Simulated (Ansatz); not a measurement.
A made-up structure of BSiH3F, doublet:

```xyz
6
angstrom
B -1.2062 0.2148 -0.6669
Si 0.4995 0.0216 0.2627
F 0.9563 -1.4608 0.6854
H -2.2184 -0.1554 -1.1594
H -0.8858 0.5485 -1.7197
H 0.4140 0.8204 1.5129
```

It is relaxed with PBE-D4/def2-SVP and then PBE0-D4/def2-TZVP (Ansatz 0.2.0). Atoms count as bonded within 1.22 times the sum of their covalent radii (H–H: 0.88 Å). The end point is not checked to be a true minimum.

(1) Does its bonding change? (Judge from chemistry; the calculation decides.)

Answers

(1) The calculation gives: No: no bond forms or breaks.

Where it ends: The first stage lowers the energy by 1.82 eV in 9 steps. It ends as BSiH₃F ([BH2][SiH][F]):
B1  (-1.129, 0.152, -0.947)
Si2  (0.165, -0.091, 0.417)
F3  (0.494, -1.491, 1.104)
H4  (-1.777, -0.754, -1.369)
H5  (-1.248, 1.270, -1.352)
H6  (1.055, 0.903, 1.061)
(Å)

Labels in which every atom is bracketed show which atoms are joined, not bond orders.

For scale, one of the runs: PBE0-D4/def2-TZVP relaxation, 117 basis functions, launched by `ansatz run in.yaml --threads 2 --pin off --events-out ev --progress --plain --max-ram 4352MiB`. The run took about 11 s on 2 CPU threads of an Arm Neoverse V2 (shared host).
